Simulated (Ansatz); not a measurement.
```yaml
crystal:
  periodic: [false, false, false]
  atoms:
    - {symbol: Ni, position_ang: [-0.756149, 0.000638, -0.001359]}
    - {symbol: Si, position_ang: [1.401689, -0.001183, 0.002519]}
    - {symbol: H, position_ang: [2.488057, 1.065638, 0.001369]}
    - {symbol: H, position_ang: [2.486244, -1.069836, 0.007572]}
basis:
  gaussian: {orbitals: def2-TZVP}
hamiltonian: {xc: pbe0}
relax: {f_tol: 0.004, max_steps: 80}
```

```sh
$ ansatz run in.yaml --threads 1 --pin off --events-out ev --progress --plain --max-ram 2176MiB
```

Steps of the relaxation (energy above the last step; positions in Å, forces in eV/Å):

```
4
step 1, 218.3 meV
Ni   -0.756    0.001   -0.001    1.695   -0.001    0.003
Si    1.402   -0.001    0.003   -0.581    0.000   -0.001
H     2.488    1.066    0.001   -0.557    0.257   -0.002
H     2.486   -1.070    0.008   -0.557   -0.256    0.000
```

```
4
step 2, 50.2 meV
Ni   -0.604    0.001   -0.001    0.660   -0.001    0.001
Si    1.467   -0.001    0.003   -0.524    0.000   -0.001
H     2.379    1.227    0.001   -0.069   -0.525    0.001
H     2.377   -1.231    0.008   -0.068    0.525   -0.002
```

```
4
step 3, 2.5 meV
Ni   -0.590    0.000   -0.001   -0.011    0.000    0.000
Si    1.433   -0.001    0.003    0.152    0.000    0.000
H     2.389    1.173    0.001   -0.071   -0.168    0.000
H     2.387   -1.177    0.008   -0.071    0.168   -0.001
```

```
4
step 4, 0.1 meV
Ni   -0.594    0.001   -0.001    0.003    0.000    0.000
Si    1.430   -0.001    0.003    0.043    0.000    0.000
H     2.393    1.156    0.001   -0.023   -0.016    0.000
H     2.391   -1.160    0.008   -0.023    0.016    0.000
```

```
4
step 6, 0.0 meV
Ni   -0.592    0.001   -0.001    0.001    0.000    0.000
Si    1.432   -0.001    0.003   -0.001    0.000    0.000
H     2.391    1.156    0.001    0.000    0.000    0.000
H     2.389   -1.160    0.008    0.000    0.000    0.000
```

Close pairs at the end: Si2–H3 1.504 Å, Si2–H4 1.504 Å, Ni1–Si2 2.024 Å.

A stationary point of restricted PBE0 after 6 steps (its stability towards spin polarisation wasn't tested); no frequencies were run, so it isn't proven a minimum. 23 s on 1 thread of Arm Neoverse V1, shared host.
